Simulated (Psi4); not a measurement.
Process, species as SMILES: ClCl (Cl2) + [H][H] (H2) → 2 Cl (HCl)
B3LYP-D3(BJ)/def2-TZVP geometries, fixed; electronic energies without zero-point terms.

Basis-set convergence of the energy of full hydrogenation at B3LYP with Psi4. Cartesian d functions, on some or all atoms, in 6-31G**; all else is spherical. Density fitting with the program's default auxiliary sets. No added dispersion term, no relativity. Functions are those of the species that has most. Reference: the value in aug-cc-pV(5+d)Z, -44.28 kcal/mol, itself unsure by roughly 0.11 kcal/mol (its mean distance from aug-cc-pV(Q+d)Z, cc-pV(5+d)Z, def2-QZVPPD). Deviations are taken from unrounded values. Cost is core time over that of 6-31G**, rough, on shared machines of one kind.

```tsv
basis	functions	energy of full hydrogenation (kcal/mol)	minus reference (kcal/mol)	cost
STO-3G	18	-18.92	25.36	0.8×
3-21G	26	-46.11	-1.82	0.9×
def2-SV(P)	36	-36.83	7.45	0.9×
6-31G**	38	-46.03	-1.75	1×
aug-cc-pV(D+d)Z	64	-48.71	-4.43	1×
cc-pV(T+d)Z	78	-44.24	0.05	1×
def2-TZVPPD	102	-44.87	-0.59	1×
cc-pV(5+d)Z	200	-44.21	0.07	3×
aug-cc-pV(5+d)Z	272	-44.28	0.00	4×
```
